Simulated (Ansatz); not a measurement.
What does this script print? It uses the Ansatz DFT code, driven from Python.

Script `fhsi_composite.py`:
```python
"""A composite energy for FHSi: DFT geometry, MP2 basis limit, coupled-cluster correction."""

import itertools
import logging
import sys
import warnings

import ansatz as az
from ase.data import atomic_numbers, covalent_radii
import numpy as np

logging.basicConfig(stream=sys.stdout, format="%(levelname)s %(message)s")
log = logging.getLogger("fhsi")
log.setLevel(logging.INFO)

BASIS = "def2-SVP"
FUNCTIONAL = "r2SCAN"

warnings.simplefilter("ignore", az.DeckWarning)

geometry_ang = [
    ("F", (-1.1126, 0.0759, -0.609)),
    ("Si", (0.1728, 0.54, 0.1561)),
    ("H", (0.9288, -0.6807, 0.4397)),
]
molecule = az.Crystal.molecule()
for symbol, xyz in geometry_ang:
    molecule = molecule.atom(symbol, xyz)

calculation = (
    molecule.calculation()
    .basis(gaussian=BASIS)  # the orbital basis, by name
    .functional(FUNCTIONAL)
)
symbols = [site.symbol for site in molecule.cartesian_sites]
start = np.array([site.position_ang for site in molecule.cartesian_sites], dtype=float)
summary = calculation.relax(force_tolerance=0.01).run(threads=1, backend="cpu").report
end = np.array(summary["positions_ang"])
# pairs closer than 1.2 times the sum of covalent radii, before or after
radius = [covalent_radii[atomic_numbers[s]] for s in symbols]
span = lambda where, i, j: np.linalg.norm(where[i] - where[j])
bonded = [(i, j) for i, j in itertools.combinations(range(len(symbols)), 2) if min(span(start, i, j), span(end, i, j)) < 1.2 * (radius[i] + radius[j])]
log.info("pair        before    after (A)")
for i, j in bonded:
    print(f"{symbols[i]}{i}-{symbols[j]}{j}".ljust(10), f"{span(start, i, j):8.4f} {span(end, i, j):8.4f}")

minimum = az.Crystal.molecule()
for symbol, place in zip(symbols, end):
    minimum = minimum.atom(symbol, place.tolist())
at_minimum = minimum.calculation()
# MP2 extrapolated to the basis limit, plus the small-basis difference CCSD(T) - MP2
level = lambda method, basis: at_minimum.basis(gaussian=basis).correlation(method).run(threads=1, backend="cpu").report
small, large, cluster = level("mp2", "cc-pVDZ"), level("mp2", "cc-pVTZ"), level("ccsd_t", "cc-pVDZ")
corr = lambda each: (each["free_energy_ev"] - each["reference_energy_ev"]) / 27.211386246
mp2_limit = (27 * corr(large) - 8 * corr(small)) / 19
pieces = {"HF / cc-pVTZ": large["reference_energy_ev"] / 27.211386246, "MP2 correlation, DZ-TZ limit": mp2_limit, "CCSD(T) - MP2 / cc-pVDZ": corr(cluster) - corr(small)}
for name, value in pieces.items():
    log.info(f"{name:32s} {value:14.6f} Ha")
log.info(f"{'sum':32s} {sum(pieces.values()):14.6f} Ha")
print("T1 diagnostic", round(cluster["correlation"]["coupled_cluster"]["t1_diagnostic"], 4))
```

```console
$ python fhsi_composite.py
INFO pair        before    after (A)
F0-Si1       1.5662   1.6381
Si1-H2       1.4636   1.5490
INFO HF / cc-pVTZ                        -389.003887 Ha
INFO MP2 correlation, DZ-TZ limit          -0.390654 Ha
INFO CCSD(T) - MP2 / cc-pVDZ               -0.026662 Ha
INFO sum                                 -389.421204 Ha
T1 diagnostic 0.0167
```

What to keep in mind:
- Total energies depend on the basis set; only differences at equal settings carry meaning.
- The sum leaves out core correlation, relativity, the Hartree-Fock basis error and zero-point energy; a DZ-TZ extrapolation is rough.
- Inner cores stay frozen, so this is valence correlation.
- For Al to Cl the sets with a tight d function, cc-pV(X+d)Z, are usual.
- An extrapolation from small basis sets is rough.
- Finished in 6.1 s on 1 thread of Arm Neoverse V2 (shared host), peak memory 0.19 GiB.
